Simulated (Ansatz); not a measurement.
Basis-set series for NP, SMILES `N#P`. The species carries charge 0 and has multiplicity 1. Geometry: relaxed with PBE0-D4/def2-TZVP.

Bond lengths: N1–P2 1.479 Å.

| functional | basis | functions | energy (Eh) | HOMO (eV) | LUMO (eV) |
| --- | --- | --- | --- | --- | --- |
| PBE0-D4 | def2-SVP | 32 | -395.71264 | -9.15 | -2.02 |
| PBE0-D4 | def2-TZVPP | 73 | -395.89925 | -9.25 | -2.31 |
| ωB97M-V | def2-SVP | 32 | -395.88034 | -11.47 | 0.38 |
| ωB97M-V | def2-TZVPP | 73 | -396.06872 | -11.60 | -0.04 |

Give the rows for def2-QZVPP. (Best estimate.)

Computed: 
| functional | basis | functions | energy (Eh) | HOMO (eV) | LUMO (eV) |
| --- | --- | --- | --- | --- | --- |
| PBE0-D4 | def2-QZVPP | 127 | -395.91368 | -9.29 | -2.38 |
| ωB97M-V | def2-QZVPP | 127 | -396.08228 | -11.65 | -0.18 |
